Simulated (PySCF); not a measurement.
Simulated C 1s region for ethyl cyanide (`C(CC)#N`), binding energy against the vacuum level.

Every computed line was given a Gaussian of 0.5 eV full width at half maximum and an area set by the number of equivalent atoms; the highest printed point is 100. Method: delta-SCF UKS SCAN, pcX-2 on the ionised atom, pcseg-1 elsewhere, spin-free X2C (PySCF).

binding energy (eV), intensity and a bar:
```
    290.9          0 
    291.0          2 
    291.1          5 #
    291.2         13 ####
    291.3         26 ########
    291.4         41 ############
    291.5         52 ################
    291.6         54 ################
    291.7         45 #############
    291.8         31 #########
    291.9         20 ######
    292.0         20 ######
    292.1         32 #########
    292.2         54 ################
    292.3         80 ########################
    292.4         98 ##############################
    292.5        100 ##############################
    292.6         84 #########################
    292.7         58 #################
    292.8         33 ##########
    292.9         16 #####
    293.0          6 ##
    293.1          2 
    293.2          0
```

Q: Count the maxima, the lines and the sites behind this envelope.

A: The curve has 2 maxima (at 291.6 and 292.5 eV). Under it lie 3 lines from 3 inequivalent carbon sites. At this width some lines have no maximum of their own.

Q: Decompose the envelope and assign each component. Numbering: `[CH3:1][CH2:2][C:3]#[N:4]`.

A: 
```json
{"position (eV)": "291.56", "relative area": "1", "line": "C 1s", "atoms": "C1", "environment": "methyl carbon"}
{"position (eV)": "292.38", "relative area": "1", "line": "C 1s", "atoms": "C3", "environment": "nitrile carbon"}
{"position (eV)": "292.54", "relative area": "1", "line": "C 1s", "atoms": "C2", "environment": "sp3 carbon next to a nitrile"}
```

Q: What are the centre and the root-mean-square width of the whole band?

A: The area-weighted mean of the lines is 292.16 eV. Their own spread about it is 0.43 eV (rms) and each Gaussian has σ = 0.5/2.355 = 0.21 eV; the variances add, which gives 0.48 eV.

Lowest listed C 1s: C1, bonded to C and 3 H. Highest, 0.98 eV above it: C2, bonded to 2 C and 2 H.

Shake-up satellites, vibrational structure and lifetime widths aren't simulated. Geometry: PBE0-D3(BJ)/def2-SVP; no solvent, vibrations or thermal averaging.
